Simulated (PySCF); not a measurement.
Excitations are Tamm–Dancoff values on a coarser integration grid. The basis has no diffuse functions, so Rydberg states are missing or too high.

Cartesian coordinates (Å):
```xyz
5

C     -0.5439    -0.0235    -0.4064
C      0.7697     0.0334    -0.4384
O      1.9390     0.0840    -0.4665
H     -1.1272     0.8766    -0.5843
H     -1.0377    -0.9704    -0.2027
```
Charge 0, multiplicity 1.

### Question
Predict the hole reorganisation energy (four-point), total energy and S1–T1 gap (TDA) from PBE-D3(BJ)/def2-TZVP run with PySCF 2.14.0.

### Answer

| Property | Value |
|---|---|
| hole reorganisation energy (four-point) | 0.299 eV |
| total energy | -152.4923 Ha |
| S1–T1 gap (TDA) | 0.40 eV |
